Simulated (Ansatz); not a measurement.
C3H4N2O can be A, `N=C=CC(=N)O`, or B, `NC1=NC=C1O`.

Computed with Ansatz on PBE0-D4/def2-TZVP structures; ΔE is electronic, products minus reactants. CCSD(T)/CBS is the MP2 limit (def2-TZVPP, def2-QZVPP) plus CCSD(T) − MP2 in def2-TZVPP, frozen cores. DFT in def2-TZVPP. B3LYP here is the variant with VWN-RPA as its local correlation; programs differ in this. Each species was taken in one conformer, which may not be the lowest.

Question: Which isomer does CCSD(T)/CBS put lower? Give the gap. (Estimate.)

Answer: The calculation gave: A, by 40.9 kcal/mol.

Question: Give E(B) − E(A) in kcal/mol with CCSD/def2-TZVPP, CCSD(T)/def2-TZVPP, B2PLYP, B3LYP-D4, ωB97M-V, MP2/def2-TZVPP, LDA (SPW92). (An estimate is asked.)

Answer: Ansatz gave: CCSD/def2-TZVPP 42.9, CCSD(T)/def2-TZVPP 42.1, B2PLYP 45.7, B3LYP-D4 46.8, ωB97M-V 42.7, MP2/def2-TZVPP 42.7, LDA (SPW92) 38.0. None reverses the order clearly.

Question: Does the order hold for the free energy at 298.15 K (harmonic terms from PBE0-D4)? (An estimate is asked.)

Answer: The calculation gave: Yes: G(B) − G(A) = +40.8 kcal/mol, for one conformer each.

Largest T1 diagnostic: 0.018.

From PBE to PBE0 (25 % exact exchange), in def2-TZVPP and without D4, E(B) − E(A) moves by −0.8 kcal/mol. In def2-TZVPP, CCSD(T) changes the Hartree–Fock value by −7.4 kcal/mol (the triples alone add −0.8 kcal/mol) and MP2 by −6.8 kcal/mol.
